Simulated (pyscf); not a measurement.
Multi-bond step: HS–GeH₃ + hydrogen (H₂) -> HS–GeH: [singlet] + hydrogen (H₂) + hydrogen (H₂)

Gas phase, singlet surface, charge 0. Bonds broken: Ge2–H5, Ge2–H7, H4–H8. Bonds formed: H4–H5, H7–H8. Structures and frequencies: ωB97X-D3(BJ)/def2-SVP in PySCF.

Transition state (Å):

```xyz
8

S      2.1048     2.2762     0.6536
Ge     0.4401     0.9397     0.0613
H      2.6059     1.4479     1.5912
H     -0.8625    -0.8965    -0.6791
H      0.1073    -0.6722    -0.7398
H     -0.1825     1.8651    -1.0390
H     -1.1149     0.2232     0.7054
H     -1.4858    -0.4391     0.0582
```

One imaginary mode, 1896i cm⁻¹; descent along it reached the two sides named.

| bond | change | reactant side (Å) | saddle | product side |
|---|---|---|---|---|
| Ge2–H5 | breaks | 1.535 | 1.830 | 3.5 |
| Ge2–H7 | breaks | 1.535 | 1.829 | 2.7 |
| H4–H8 | breaks | 0.760 | 1.068 | 3.5 |
| H4–H5 | forms | 3.0 | 0.997 | 0.759 |
| H7–H8 | forms | 3.0 | 0.997 | 0.764 |

Electronic energies relative to the separated reactants (kJ/mol):

| level | barrier | reaction energy | reverse barrier |
|---|---|---|---|
| ωB97X-D3(BJ)/def2-TZVP | 279.7 | +116.6 | 163.1 |
| PBE/def2-TZVP | 210.9 | +90.5 | 120.4 |
| r²SCAN/def2-TZVP | 236.6 | +109.1 | 127.4 |
| B3LYP-D3(BJ)/def2-TZVP | 244.2 | +89.3 | 155.0 |
| PBE0-D3(BJ)/def2-TZVP | 243.7 | +112.7 | 131.0 |
| M06-2X/def2-TZVP | 281.2 | +100.9 | 180.3 |
| ωB97M-D3(BJ)/def2-TZVP | 269.7 | +101.3 | 168.4 |
| HF/def2-TZVP | 385.1 | +117.4 | 267.7 |

With ωB97M-D3(BJ)/def2-TZVP energies and thermal terms (ideal gas, 1 atm, RRHO with modes under 100 cm⁻¹ raised to 100, one conformer, R ln 2 for chiral ones without a mode under 150 cm⁻¹), in kJ/mol:

```json
[
 {"T (K)": "298", "ΔH‡": "265.2", "ΔG‡": "299.2", "ΔH": "+90.4", "ΔG": "+56.4"},
 {"T (K)": "600", "ΔH‡": "262.1", "ΔG‡": "335.1", "ΔH": "+92.4", "ΔG": "+21.0"},
 {"T (K)": "900", "ΔH‡": "262.3", "ΔG‡": "371.7", "ΔH": "+91.5", "ΔG": "-14.6"},
 {"T (K)": "1200", "ΔH‡": "263.9", "ΔG‡": "408.0", "ΔH": "+89.0", "ΔG": "-49.7"}
]
```

The same reactants have a lower exit, to H₂S + GeH₄ (barrier +248.7 kJ/mol at ωB97M-D3(BJ)/def2-TZVP, against +269.7 kJ/mol here). One saddle was located; it need not be the lowest between these sides. Elements up to Kr have no core potential and no relativistic terms here.
